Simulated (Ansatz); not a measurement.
## Two structures, one formula

Two relaxed structures of SiHClO, singlet (PBE0-D4/def2-TZVP; forces vanish, vibrations not checked).

A:

O1  (-1.273, -0.468, 0.855)
Si2  (-0.224, 0.291, -0.146)
Cl3  (1.602, -0.607, 0.415)
H4  (-0.958, -1.130, 1.479)
(Å)

B:

O1  (-1.328, -0.308, 0.928)
Si2  (-0.174, 0.022, 0.013)
Cl3  (1.756, -0.473, 0.321)
H4  (-0.253, 0.759, -1.261)
(Å)

Program: Ansatz 0.2.0. Basis: def2-TZVPP. Cores are frozen in the correlated methods. B3LYP uses VWN-RPA correlation.

Which structure is lower at CCSD(T), and by how much? (To be estimated.)

By the calculation: A, by 0.564 eV (electronic energy, against the other). By their contacts, A is SiHClO ([OH][Si][Cl]) and B is SiHClO ([O][SiH][Cl]).

All methods give the same order:

```json
{"method": "PBE-D4", "E(B) − E(A) (eV)": "0.540"}
{"method": "r2SCAN-D4", "E(B) − E(A) (eV)": "0.442"}
{"method": "PBE0-D4", "E(B) − E(A) (eV)": "0.620"}
{"method": "B3LYP-D4", "E(B) − E(A) (eV)": "0.593"}
{"method": "wB97M-V", "E(B) − E(A) (eV)": "0.710"}
{"method": "HF", "E(B) − E(A) (eV)": "0.737"}
{"method": "MP2", "E(B) − E(A) (eV)": "0.400"}
{"method": "CCSD", "E(B) − E(A) (eV)": "0.623"}
{"method": "CCSD(T)", "E(B) − E(A) (eV)": "0.564"}
```

The T1 diagnostic stays at or below 0.019.

Labels in which every atom is bracketed show which atoms are joined, not bond orders.

For scale, one of the runs: CCSD(T)/def2-TZVPP, 129 basis functions, launched by `ansatz run in.yaml --threads 2 --pin off --events-out ev --progress --plain --max-ram 4352MiB`. The run took about 7 s on 2 CPU threads of an Arm Neoverse V1 (shared host).
